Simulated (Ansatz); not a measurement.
A made-up structure of CH4OSi, singlet:

```
atom    x (Å)    y (Å)    z (Å)
  O1  -1.4268  -1.2127  -0.8619
  C2  -0.6509  -0.9308   0.0142
 Si3   0.4479   0.6519  -0.0227
  H4  -0.5526  -1.6091   0.8972
  H5  -1.0630  -1.0175   0.9870
  H6   0.1309   1.4609   1.1841
  H7   1.8709   0.2270   0.0538
```

It is relaxed with PBE-D4/def2-SVP and then PBE0-D4/def2-TZVP (Ansatz 0.2.0). Atoms count as bonded within 1.22 times the sum of their covalent radii (H–H: 0.88 Å). The end point is not checked to be a true minimum.

Problem. Does its bonding change? (A judgement: the text doesn't fix the answer.)

Solution. By the calculation: Yes. Formed: Si3–H4; broken: C2–H4, H4–H5.

Where it ends: The first stage lowers the energy by 5.80 eV in 18 steps. It ends as CH₄OSi ([O][CH][SiH3]):
```tsv
atom	x (Å)	y (Å)	z (Å)
O1	-1.3077	-1.0826	-1.2377
C2	-1.1438	-0.7870	-0.0825
Si3	0.5010	-0.0413	0.5897
H4	1.0188	-0.9478	1.6486
H5	-1.9758	-0.9470	0.6469
H6	0.1916	1.2763	1.2058
H7	1.4723	0.0991	-0.5192
```

Labels in which every atom is bracketed show which atoms are joined, not bond orders.

For scale, one of the runs: PBE0-D4/def2-TZVP relaxation, 123 basis functions, launched by `ansatz run in.yaml --threads 2 --pin off --events-out ev --progress --plain --max-ram 4352MiB`. The run took about 18 s on 2 CPU threads of an Intel Xeon 6975P-C (shared host).
